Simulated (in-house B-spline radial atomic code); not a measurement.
## Functionals against successive ionisation energies: Al to Al⁶⁺

Ionisation energies as differences of self-consistent total energies from an all-electron radial atomic-structure program (B-spline basis): all electrons, radial basis limit, scalar-relativistic (one-electron X2C), spin-polarised at highest spin, spherical densities; exact exchange is averaged over the determinants of each configuration. No spin-orbit coupling, Breit or QED terms. NIST's values run from ground level to ground level, so in open shells the differences also hold multiplet and fine-structure energies that spherical high-spin averages miss. Columns give computed minus NIST, in eV; a star marks a semi-empirical value. Species are left out where the tabulated value is theory, is uncertain by more than 0.12 eV, or (13 ions, such as In⁴⁺, Te⁴⁺ and Bi⁴⁺) lies off its series for all methods alike, which flatters the means a little.

```json
{"species": "Al", "shell": "3p", "NIST (eV)": "5.99", "BLYP": "-0.22", "wB97X": "-0.07", "BHandHLYP": "-0.15", "OLYP": "-0.20"}
{"species": "Al⁺", "shell": "3s", "NIST (eV)": "18.83", "BLYP": "+0.03", "wB97X": "-0.14", "BHandHLYP": "-0.11", "OLYP": "-0.17"}
{"species": "Al²⁺", "shell": "3s", "NIST (eV)": "28.45", "BLYP": "+0.62", "wB97X": "-0.53", "BHandHLYP": "+0.42", "OLYP": "+0.34"}
{"species": "Al³⁺", "shell": "2p", "NIST (eV)": "119.99", "BLYP": "+0.37", "wB97X": "+0.08", "BHandHLYP": "+0.11", "OLYP": "+0.67"}
{"species": "Al⁴⁺", "shell": "2p", "NIST (eV)": "153.83*", "BLYP": "+0.50", "wB97X": "+0.26", "BHandHLYP": "+0.18", "OLYP": "+0.43"}
{"species": "Al⁵⁺", "shell": "2p", "NIST (eV)": "190.49 ± 0.05*", "BLYP": "-0.28", "wB97X": "-0.68", "BHandHLYP": "-0.15", "OLYP": "-1.09"}
{"species": "Al⁶⁺", "shell": "2p", "NIST (eV)": "241.76 ± 0.09*", "BLYP": "+0.88", "wB97X": "+0.65", "BHandHLYP": "+0.98", "OLYP": "+1.63"}
```

(1) How do the methods rank, and which species is hardest?

## Answers

(1) Mean absolute (signed) differences: BHandHLYP 0.30 (+0.18) eV; wB97X 0.35 (-0.06) eV; BLYP 0.41 (+0.27) eV; OLYP 0.65 (+0.23) eV. For Al⁶⁺, which loses a 2p electron, the nearest method is off by +0.65 eV, the largest such miss.
